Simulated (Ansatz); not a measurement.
Compare A (`CC(N)=C(O)O`) with its isomer B (`CO/C=C(/N)O`).

Program: Ansatz. Geometries: PBE0-D4/def2-TZVP. ΔE: electronic, gas phase. CCSD(T)/CBS adds triple-zeta CCSD(T) − MP2 to the extrapolated MP2 energy (def2 sets, frozen cores). Functionals use def2-TZVPP. B3LYP here is the variant with VWN-RPA as its local correlation; programs differ in this. Each species was taken in one conformer, which may not be the lowest.

Task: Which is lower in electronic energy at CCSD(T)/CBS, and by how much? (An estimate is asked.)

Result: Computed: A, by 56.0 kJ/mol.

Task: Give E(B) − E(A) in kJ/mol with B3LYP, ωB97M-V, LDA (SPW92), PBE0-D4, CCSD/def2-TZVPP, r2SCAN-D4, CCSD(T)/def2-TZVPP. (Estimate.)

Result: Ansatz gave: B3LYP 45.8, ωB97M-V 52.1, LDA (SPW92) 56.6, PBE0-D4 53.8, CCSD/def2-TZVPP 52.9, r2SCAN-D4 50.5, CCSD(T)/def2-TZVPP 53.8. None reverses the order clearly.

Task: Does the order hold for the free energy at 298.15 K (harmonic terms from PBE0-D4)? (Best estimate.)

Result: Ansatz gave: Yes: G(B) − G(A) = +55.0 kJ/mol, for one conformer each.

Largest T1 diagnostic: 0.012.

Leaving LDA and LC-ωPBE aside and taking each functional with its dispersion term where it has one, the values, not all of them listed here, spread over 8.2 kJ/mol, from BLYP-D4 to PBE-QIDH. LDA lies +5.2 kJ/mol from PBE without D4. At CCSD(T), def2-SVP lies −4.6 kJ/mol from the extrapolated value and def2-TZVPP −2.2 kJ/mol.
